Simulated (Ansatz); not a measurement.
A made-up structure of C2HO (charge -1), singlet:

C1  (1.408, -0.794, 1.000)
C2  (0.440, -0.303, 0.137)
O3  (-0.605, 0.213, -0.843)
H4  (-1.243, 0.884, -0.295)
(Å)

It is relaxed with PBE-D4/def2-SVPD and then PBE0-D4/def2-TZVPD (Ansatz 0.2.0). Atoms count as bonded within 1.22 times the sum of their covalent radii (H–H: 0.88 Å). The end point is not checked to be a true minimum.

Q: Does its bonding change? (A judgement: the text doesn't fix the answer.)

A: By the calculation: No: no bond forms or breaks.

Where it ends: The first stage lowers the energy by 0.94 eV in 6 steps. It ends as C₂HO ([C][C][OH]), total charge -1:
```json
{"atom": "C1", "x (Å)": "1.2577", "y (Å)": "-0.7093", "z (Å)": "0.8933"}
{"atom": "C2", "x (Å)": "0.3928", "y (Å)": "-0.2703", "z (Å)": "0.1226"}
{"atom": "O3", "x (Å)": "-0.5404", "y (Å)": "0.1898", "z (Å)": "-0.7522"}
{"atom": "H4", "x (Å)": "-1.1102", "y (Å)": "0.7898", "z (Å)": "-0.2637"}
```

Labels in which every atom is bracketed show which atoms are joined, not bond orders.

For scale, one of the runs: PBE0-D4/def2-TZVPD relaxation, 123 basis functions, launched by `ansatz run in.yaml --threads 2 --pin off --events-out ev --progress --plain --max-ram 4352MiB`. The run took about 6.5 s on 2 CPU threads of an Arm Neoverse V2 (shared host).
